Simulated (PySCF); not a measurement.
Potential energy curve for SMILES C=CCl (C2H3Cl), singlet. The C2–Cl6 bond (C2 also carries C, H; Cl6 carries nothing else) is pulled apart rigidly from the PBE0/def2-TZVP optimised geometry.

Levels of theory: UKS-BP86/6-31G* = unrestricted BP86/6-31G*, spherical d in PySCF; RKS-B3LYP/6-31G* = restricted B3LYP/6-31G*, spherical d (PySCF); UKS-M06-2X/6-31G* = unrestricted M06-2X/6-31G*, spherical d run with PySCF 2.14.0; UCCSD(T) = CCSD(T) on UHF/cc-pVDZ, 7 core orbitals frozen (PySCF 2.14.0).

Energies relative to the lowest point of each curve near equilibrium, in kJ/mol; the last columns give the difference from UCCSD(T):

```csv
R / Å,UKS-BP86/6-31G*,RKS-B3LYP/6-31G*,UKS-M06-2X/6-31G*,UCCSD(T),UKS-BP86/6-31G* − UCCSD(T),RKS-B3LYP/6-31G* − UCCSD(T),UKS-M06-2X/6-31G* − UCCSD(T)
1.28,607.6,608.4,603.1,651.9,-44.3,-43.5,-48.7
1.39,282.3,281.7,275.0,302.4,-20.2,-20.8,-27.4
1.45,174.0,173.0,166.4,186.0,-12.0,-13.0,-19.5
1.54,72.3,71.0,65.6,76.6,-4.3,-5.5,-11.0
1.62,24.5,23.4,19.7,25.4,-0.9,-2.0,-5.7
1.68,6.8,6.1,3.9,6.7,0.1,-0.6,-2.8
1.72,1.4,1.0,0.0,1.1,0.2,-0.2,-1.1
1.76,0.0,0.0,0.3,0.0,0.0,0.0,0.3
1.84,6.5,7.5,10.5,7.7,-1.2,-0.2,2.8
1.87,11.4,12.8,16.9,13.2,-1.8,-0.4,3.7
1.99,39.6,42.8,51.5,44.4,-4.8,-1.6,7.1
2.16,91.6,97.8,113.6,101.9,-10.3,-4.1,11.7
2.30,136.9,145.7,167.7,155.5,-18.5,-9.7,12.2
2.58,221.3,235.4,270.1,253.5,-32.2,-18.0,16.7
2.84,286.2,305.4,336.2,318.4,-32.2,-13.0,17.8
3.07,328.5,355.8,365.7,348.9,-20.4,6.8,16.8
3.45,365.6,417.9,392.1,368.1,-2.5,49.8,24.0
3.77,381.7,454.3,404.0,373.5,8.2,80.8,30.5
4.24,394.0,489.2,412.3,376.4,17.5,112.7,35.9
4.60,398.7,505.7,415.1,377.3,21.3,128.4,37.8
5.10,402.0,519.7,416.4,377.9,24.1,141.8,38.5
6.02,404.1,531.9,416.8,378.2,25.8,153.6,38.6
```

UKS-BP86/6-31G* is furthest from UCCSD(T) at 1.28 (-44.3 kJ/mol, below); its mean absolute difference over the points is 13.8 kJ/mol.

RKS-B3LYP/6-31G* is furthest from UCCSD(T) at 6.02 (153.6 kJ/mol, above); its mean absolute difference over the points is 36.7 kJ/mol.

UKS-M06-2X/6-31G* is furthest from UCCSD(T) at 1.28 (-48.7 kJ/mol, below); its mean absolute difference over the points is 18.7 kJ/mol.

The unrestricted determinant behind UKS-BP86/6-31G* is spin-contaminated at 3.07 to 6.02 Å (<S²> up to 0.9, against 0.00 for a pure singlet). The restricted form behind RKS-B3LYP/6-31G* keeps the bonding electrons paired and can't separate into open-shell fragments. The unrestricted determinant behind UKS-M06-2X/6-31G* is spin-contaminated at 2.84 to 6.02 Å (<S²> up to 1.0, against 0.00 for a pure singlet). The unrestricted solution behind UCCSD(T) changes between 2.30 and 2.58 Å, which can leave a kink. The unrestricted determinant behind UCCSD(T) is spin-contaminated at 1.28, 2.16 to 6.02 Å (<S²> up to 1.2, against 0.00 for a pure singlet).
